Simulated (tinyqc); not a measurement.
Pariser-Parr-Pople SCF with singles CI, for the molecule c1ccsc1 (SMILES; centres numbered as the heavy atoms are written), step by step. One step of it, computed by the program tinyqc.

Problem. Iteration 1: Fock matrix. F_rr = H_rr + P_rr gamma_rr / 2 + sum_(s != r) P_ss gamma_rs; F_rs = H_rs - P_rs gamma_rs / 2; E = tr P (H + F) / 2 + core repulsion sum_(r<s) z_r z_s gamma_rs.

P at the start, lower triangle:
```
           1C         2C         3C        4S        5C
1C   1.190642
2C   0.637855   1.190642
3C  -0.234249   0.660178   1.194705
4S  -0.257076  -0.257076   0.638452  1.229305
5C   0.660178  -0.234249  -0.252508  0.638452  1.194705
```

core matrix H (eV), lower triangle:
```
            1C          2C          3C          4S          5C
1C  -35.739797
2C   -2.390000  -35.739070
3C    0.000000   -2.390000  -37.052603
4S    0.000000    0.000000   -2.140000  -42.418668
5C   -2.390000    0.000000    0.000000   -2.140000  -37.051094
```

repulsion gamma_rs (eV), lower triangle:
```
           1C         2C         3C         4S         5C
1C  12.600000
2C   5.662035  12.600000
3C   4.225599   5.663600  12.600000
4S   4.145064   4.144607   5.519139  11.220000
5C   5.662035   4.224220   4.225125   5.519857  12.600000
```

Centres (angstrom, eV; a flat drawing with bonds scaled to 1.40 angstrom):

| centre | x | y | core charge z | W | gamma_rr |
|---|---|---|---|---|---|
| 1C | 1.191000 | 0.000000 | 1 | 11.900000 | 12.600000 |
| 2C | 0.368000 | 1.133000 | 1 | 11.900000 | 12.600000 |
| 3C | -0.963000 | 0.700000 | 1 | 11.900000 | 12.600000 |
| 4S | -0.963000 | -0.700000 | 2 | 23.090000 | 11.220000 |
| 5C | 0.368000 | -1.133000 | 1 | 11.900000 | 12.600000 |

Give: F; pi energy.

Solution.

F (eV), lower triangle:
```
         1C       2C       3C        4S       5C
1C  -4.5889
2C  -4.1958  -4.5885
3C   0.4949  -4.2595  -5.9190
4S   0.5328   0.5327  -3.9019  -12.4639
5C  -4.2590   0.4948   0.5334   -3.9021  -5.9201
```

pi energy = -86.1039 eV
